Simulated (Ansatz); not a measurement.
## Ansatz (development build ahead of 0.2.0) run

```yaml
crystal:
  periodic: [false, false, false]
  atoms:
    - { symbol: C, position_ang: [0.0, 0.0, 0.64248] }
    - { symbol: C, position_ang: [0.0, 0.0, -0.64248] }
    - { symbol: H, position_ang: [0.0, 0.92283, 1.2127] }
    - { symbol: H, position_ang: [0.0, -0.92283, 1.2127] }
    - { symbol: H, position_ang: [0.0, 0.92283, -1.2127] }
    - { symbol: H, position_ang: [0.0, -0.92283, -1.2127] }
basis:
  gaussian: { orbitals: cc-pVTZ }
hamiltonian:
  xc: hf
correlation:
  method: mp2
  frozen_orbitals: { C: 1, H: 0 }
output:
  forces: true
```

The input is written out in the form of the current development build from the run's settings.

Results

* Converged: yes
* Reference energy: -78.06302 hartree
* Correlation energy: -0.33361 hartree
* Total energy: -78.39663 hartree
* Spin squared of the determinant: 0.000
* Stability test: minimum among restricted orbitals
* Occupied orbitals by symmetry in an Abelian subgroup (alpha; beta): 3 Ag 2 B1u 1 B2u 1 B3g 1 B3u; 3 Ag 2 B1u 1 B2u 1 B3g 1 B3u

Forces (eV/Å):
| atom | Fx | Fy | Fz |
| --- | --- | --- | --- |
| C1 | 0.000 | 0.000 | 3.286 |
| C2 | 0.000 | 0.000 | -3.286 |
| H3 | 0.000 | -0.121 | -0.047 |
| H4 | 0.000 | 0.121 | -0.047 |
| H5 | 0.000 | -0.121 | 0.047 |
| H6 | 0.000 | 0.121 | 0.047 |
